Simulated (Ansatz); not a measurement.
The input, for Ansatz 0.2.0:

```yaml
crystal:
  periodic: [false, false, false]
  atoms:
    - {symbol: Br, position_ang: [0.000000, 0.000000, 0.000000]}
    - {symbol: Mg, position_ang: [0.000000, 0.000000, 6.289000]}
basis:
  gaussian: {orbitals: cc-pVDZ}
total_charge: 1
magnetization: {spin_polarized: true, initial_magnetization: 2}
correlation: {method: ccsd_t, electrons: outside_noble_gas}
```

```sh
$ ansatz run in.yaml --threads 1 --pin off --events-out ev --progress --plain --max-ram 2393MiB
```

Roughly how long does this take on 1 thread of Intel Xeon, shared host, and how much host memory?

15 s wall and 0.12 GiB.

```
479 factors; integrals over basis functions are off by at most 2.4e-4 eV
mean field evaluation 1: about -75421.9949 eV, gradient 1.0e1 eV
mean field evaluation 2: about -75421.9980 eV, gradient 1.0e1 eV
mean field evaluation 4: about -75422.7234 eV, gradient 7.3e-1 eV
mean field evaluation 8: about -75422.7326 eV, gradient 9.2e-4 eV
mean field evaluation 16: about -75422.7325 eV, gradient 3.9e-2 eV
mean field evaluation 32: about -75422.7326 eV, gradient 3.0e-4 eV
mean field evaluation 64: about -75422.5959 eV, gradient 3.9e0 eV
mean field evaluation 96: about -75422.7316 eV, gradient 2.9e-1 eV
mean field evaluation 128: about -75418.5825 eV, gradient 9.2e-4 eV
mean field evaluation 160: about -75419.1110 eV, gradient 1.1e1 eV
mean field evaluation 192: about -75417.7792 eV, gradient 7.9e0 eV
mean field evaluation 224: about -75411.9276 eV, gradient 1.5e-2 eV
mean field evaluation 256: about -75418.4390 eV, gradient 9.6e-1 eV
mean field evaluation 288: about -75418.4521 eV, gradient 1.4e-2 eV
mean field evaluation 320: about -75418.4464 eV, gradient 5.4e-1 eV
mean field -75422.73256446 eV, -2771.7342983796 hartree, gradient 4.0e-6 eV, S^2 2.005660; 9 other end points of the search recorded, 0 dependent functions left out
determinant -75422.73256446 eV, -2771.7342983796 hartree, with singles and doubles -75425.63605813 eV, -2771.8409998039 hartree
determinant -75422.67689715 eV, -2771.7322526436 hartree, with singles and doubles -75425.58232998 eV, -2771.8390253309 hartree
determinant -75422.73256446 eV, -2771.7342983796 hartree, with singles and doubles -75425.63627939 eV, -2771.8410079351 hartree
determinant -75422.67689715 eV, -2771.7322526436 hartree, with singles and doubles -75425.58250169 eV, -2771.8390316409 hartree
19 core orbitals not correlated: weight in the atoms' cores, before any rotation towards them, 1.000 or more for the frozen orbitals, at most 0.000 for the correlated occupied ones
reference -75422.73256446 eV, -2771.7342983796 hartree; 5, 3 occupied and 21, 23 virtual orbitals, 479 factors
second order -2.51677150 eV of doubles, -0.00000000 eV of singles
cycle   1  -2.90371488 eV  change    5.1e-8 eV  update   2.9e-6
perturbative correction -0.02307395 eV, -0.0008479521 hartree
Total energy: -75425.65935329 eV, -2771.8418558853 hartree
```

For the same geometry and basis UCCSDT(Q) lies 8.0 meV lower.
